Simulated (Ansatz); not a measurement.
The input, for Ansatz 0.2.0:

```yaml
crystal:
  periodic: [false, false, false]
  atoms:
    - {symbol: Ge, position_ang: [0.000000, -0.030750, 0.000000]}
    - {symbol: H, position_ang: [0.000000, 1.108044, -1.158429]}
    - {symbol: H, position_ang: [0.000000, 1.108039, 1.158434]}
basis:
  gaussian: {orbitals: aug-cc-pVDZ}
total_charge: -1
magnetization: {spin_polarized: true, initial_magnetization: 1}
hamiltonian: {xc: hf}
output: {orbitals: {seedname: orbitals}}
```

```sh
$ ansatz run in.yaml --threads 1 --pin off --events-out ev --progress --plain --max-ram 2746MiB --backend cpu
```

(1) Roughly how long does this take on 1 thread of AMD EPYC 7R13, shared host, and how much host memory?

```
576 factors; integrals over basis functions are off by at most 7.8e-4 eV
mean field evaluation 1: about -56502.7939 eV, gradient 7.3e0 eV
mean field evaluation 2: about -56502.7943 eV, gradient 7.3e0 eV
mean field evaluation 4: about -56503.5174 eV, gradient 1.1e0 eV
mean field evaluation 8: about -56503.5491 eV, gradient 1.6e-3 eV
mean field evaluation 16: about -56500.3166 eV, gradient 1.8e-2 eV
mean field evaluation 32: about -56496.2018 eV, gradient 6.7e0 eV
mean field -56503.54914657 eV, -2076.4671316554 hartree, gradient 2.5e-5 eV, S^2 0.766406; 2 other end points of the search recorded, 0 dependent functions left out
reference -56503.54914657 eV, -2076.4671316554 hartree; 18, 17 occupied and 36, 37 virtual orbitals, 576 factors
Total energy: -56503.54914657 eV, -2076.4671316554 hartree
```

Results:

(1) 1.3 s wall and 0.15 GiB.
